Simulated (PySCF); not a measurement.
# Partial charges of `C=CC/C=C\C`

C₆H₁₀.
Structure used (PBE0-D3(BJ)/def2-SVP), in Å, numbered top down from 1:
```
atom  x, y, z in Å
C1    -2.9682    0.0776   -0.4859
C2    -1.7722    0.0641    0.1034
C3    -0.4924    0.5329   -0.5257
C4     0.4825   -0.5951   -0.7101
C5     1.6889   -0.7329   -0.1457
C6     2.3705    0.2035    0.7970
H7    -3.0991    0.4638   -1.5025
H8    -3.8617   -0.2919    0.0242
H9    -1.6807   -0.3385    1.1203
H10   -0.0467    1.3244    0.0986
H11   -0.7178    0.9899   -1.5051
H12    0.1357   -1.3969   -1.3726
H13    2.2548   -1.6380   -0.3987
H14    2.5733   -0.2914    1.7618
H15    3.3492    0.5186    0.3984
H16    1.7838    1.1094    1.0030
```

Density: PBE0/pcSseg-1 (PySCF); schemes: Mulliken, IAO, Hirshfeld and ESP-fitted. Geometry: PBE0-D3(BJ)/def2-SVP, one conformer, isolated molecule.

Task: What partial charge does each atom carry?

Result: In e; atoms taken as equivalent share a row and are averaged (×n: the atom named and its like, n in all):

| atom | environment | Mulliken | IAO | Hirshfeld | ESP-fitted |
| --- | --- | --- | --- | --- | --- |
| C1 | terminal =CH2 carbon | -0.173 | -0.321 | -0.109 | -0.520 |
| C2 | alkene CH carbon | -0.224 | -0.123 | -0.036 | -0.211 |
| C3 | allylic carbon | -0.167 | -0.262 | -0.069 | +0.410 |
| C4 | alkene CH carbon | -0.171 | -0.155 | -0.051 | -0.513 |
| C5 | alkene CH carbon | -0.224 | -0.146 | -0.046 | +0.005 |
| C6 | allylic carbon | -0.238 | -0.418 | -0.115 | -0.312 |
| H7 | vinylic hydrogen | +0.113 | +0.139 | +0.042 | +0.204 |
| H8 | vinylic hydrogen | +0.121 | +0.148 | +0.045 | +0.207 |
| H9 | vinylic hydrogen | +0.112 | +0.140 | +0.042 | +0.164 |
| H10/H11 | methylene hydrogen | +0.133 | +0.141 | +0.043 | -0.024 |
| H12 | vinylic hydrogen | +0.104 | +0.140 | +0.038 | +0.192 |
| H13 | vinylic hydrogen | +0.105 | +0.140 | +0.041 | +0.097 |
| H14/H15/H16 | methyl hydrogen | +0.126 | +0.145 | +0.044 | +0.108 |

Mean size of the charges over all atoms: ESP-fitted 0.201 e, IAO 0.178 e, Mulliken 0.150 e, Hirshfeld 0.053 e. Each set sums to the total charge, 0, to within 0.001 e. The IAO scheme counts the electrons in orthogonalised intrinsic atomic orbitals, a minimal basis polarised so that it spans the occupied orbitals exactly.

Some averages cover members that differ in this geometry: H10/H11, ESP-fitted -0.045 to -0.002 e.

Lowest charge. The schemes don't all agree: Mulliken C6 (-0.238); IAO C6 (-0.418); Hirshfeld C6 (-0.115); ESP-fitted C1 (-0.520).

Highest charge. The schemes don't all agree: Mulliken H10/H11 (+0.133); IAO H8 (+0.148); Hirshfeld H8 (+0.045); ESP-fitted C3 (+0.410).

Task: Sum the charges by element.

Result: 
| element | atoms | Mulliken | IAO | Hirshfeld | ESP-fitted |
| --- | --- | --- | --- | --- | --- |
| C | 6 | -1.198 | -1.425 | -0.426 | -1.141 |
| H | 10 | +1.198 | +1.425 | +0.426 | +1.141 |

Task: How many electrons does the Mulliken scheme count on C2?

Result: Z − q = 6 − (-0.224) = 6.224.

Task: How closely do the schemes follow one another over all atoms?

Result: Correlation coefficient and root-mean-square difference: IAO with Hirshfeld 1.00, 0.138 e; Mulliken with Hirshfeld 0.94, 0.103 e; Mulliken with IAO 0.94, 0.073 e; Hirshfeld with ESP-fitted 0.62, 0.224 e; IAO with ESP-fitted 0.57, 0.214 e; Mulliken with ESP-fitted 0.57, 0.210 e.
